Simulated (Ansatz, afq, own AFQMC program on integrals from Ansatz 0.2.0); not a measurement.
# BSiH$_{6}$, doublet: AFQMC among the cluster methods

```yaml
atoms:
  - { symbol: B, position_ang: [-2.1277, 0.0000, 0.0000] }
  - { symbol: H, position_ang: [-2.7245, 1.0336, 0.0000] }
  - { symbol: H, position_ang: [-2.7245, -1.0336, 0.0000] }
  - { symbol: H, position_ang: [-0.7117, 0.0000, 0.0000] }
  - { symbol: Si, position_ang: [0.8953, 0.0000, 0.0000] }
  - { symbol: H, position_ang: [1.3453, -1.4163, 0.0000] }
  - { symbol: H, position_ang: [1.3453, 0.7081, -1.2265] }
  - { symbol: H, position_ang: [1.3453, 0.7081, 1.2265] }
```

Basis cc-pVDZ. Noble-gas cores (and the filled d shells of Ga–Kr and In–Xe) are frozen. Integrals, coupled cluster, full CI and functionals: Ansatz 0.2.0; the random walks run on the same integrals in our own AFQMC program. The CISD trial takes its coefficients from CCSD amplitudes. Released means that phaseless walkers are propagated on without the constraint, phases kept. Uncertainties: one standard error, sampling alone.

Determinant: UHF, the one that the program's search chose, which needn't be the lowest solution. The geometry is a point of a scan.

No full CI on the walks' own integrals is used here; CCSDT(Q) serves as the reference and is uncertain by about the last step of the cluster series.

Cautions: the search met a lower determinant of the same kind, perhaps of another symmetry (8 meV lower).

* T1 diagnostic: 0.0125
* weight of the determinant in the CISD state: 0.871
* ⟨S²⟩ of the determinant: 0.766
* size of the correlated space: 13 electrons in 56 orbitals

Reference: CCSDT(Q), correlation energy -7.021 eV. The released energy is read at 2.40 1/Eh (meV from the phaseless value at times in 1/Eh: -1.1 ± 2.2 at 0.24, -1.4 ± 2.1 at 0.51, -8.6 ± 2.1 at 0.99, -10 ± 3 at 1.62, -6 ± 3 at 2.40).

| level | E − E(reference) (kcal/mol) | share of correlation (%) |
| --- | --- | --- |
| HF | 161.90 | 0.00 |
| MP2 | 35.91 | 77.82 |
| CCSD | 4.27 | 97.36 |
| CCSD(T) | 0.87 | 99.46 |
| CCSDT | 0.12 | 99.93 |
| ph-AFQMC/CISD | 0.16 ± 0.07 | 99.90 |
| released AFQMC | 0.02 ± 0.08 | 99.98 |

A walk keeps the symmetry of its determinant, which the program's search chose and which needn't be the lowest solution, so a lower state of the same spin and another symmetry isn't excluded. Released energies are given only where the last usable release times agree within the noise; a slower fall can still hide under it.
